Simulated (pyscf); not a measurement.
Thermochemistry of product channels of H₂N–Ga(Cl)–Cl (SMILES [NH2][Ga]([Cl])[Cl]) + H• (SMILES [H]) on the doublet surface, in kcal/mol, from ωB97M-D3(BJ)/def2-TZVP energies (ideal gas, 1 atm, RRHO with modes under 100 cm⁻¹ raised to 100, one conformer, R ln 2 for rigid chiral ones). Structures and frequencies: ωB97X-D3(BJ)/def2-SVP in PySCF.

```tsv
products	ΔE	ΔH(298 K)	ΔG(600 K)	ΔG(1200 K)
NH₃ (SMILES N) + [Cl–Ga–Cl]• (SMILES [Cl][Ga][Cl])	-24.0	-19.2	-24.5	-26.8
•HN–Ga(Cl)–Cl (SMILES [NH][Ga]([Cl])[Cl]) + H₂ (SMILES [H][H])	+12.0	+10.3	+6.7	+3.2
```

These are energies of the channels, which say nothing of barriers. Elements up to Kr have no core potential and no relativistic terms here.
